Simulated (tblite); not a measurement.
Species: C3H6F (doublet state).
Atom-mapped SMILES: `[CH3:1][CH:2][CH2:3][F:4]` (hydrogens: H5, H6, H7 on C1; H8 on C2; H9, H10 on C3)

Computed geometry: GFN2-xTB, gas phase. This method treats the open shell by occupation alone, without spin polarisation.

Q: What internal coordinates does the optimisation give?

A: 
| bond | length (Å) |
| --- | --- |
| C1–C2 | 1.475 |
| C2–C3 | 1.472 |
| C3–F4 | 1.393 |
| C1–H5, C1–H6, C1–H7 | 1.092 |
| C2–H8 | 1.076 |
| C3–H9, C3–H10 | 1.099 |

Bonds in one row agree within 0.01 Å and their mean is given. A selection of angles:
| angle | degrees |
| --- | --- |
| C2–C1–H5 | 110.9 |
| H5–C1–H6 | 106.9 |
| H5–C1–H7 | 109.5 |
| C1–C2–C3 | 122.2 |
| C1–C2–H8 | 119.7 |
| C3–C2–H8 | 117.6 |
| C2–C3–F4 | 111.6 |
| C2–C3–H9 | 112.2 |
| C2–C3–H10 | 112.5 |
| F4–C3–H9 | 106.4 |
| F4–C3–H10 | 104.3 |
| H9–C3–H10 | 109.4 |

Torsions: C1–C2–C3–F4 126° (anticlinal). The mirror-image conformer, all signs reversed, is as good.

Of the pairs four or more bonds apart, H7···H9 is among the closest relative to their van der Waals radii: 2.45 Å, 102 % of the sum of Bondi's values. C2 (carbon bonded to 2 C and H) is planar (angles 122.2°, 119.7° and 117.6°, sum 359.5°, 0.06 Å off the plane of its three neighbours).

Point group: C1 (no symmetry element, even within 0.4 Å). Its GFN2-xTB frequencies are all real (lowest 25 cm⁻¹). 2 starts were optimised and ended at 0.00 and 0.57 kcal/mol (GFN2-xTB); the lowest of these is shown.
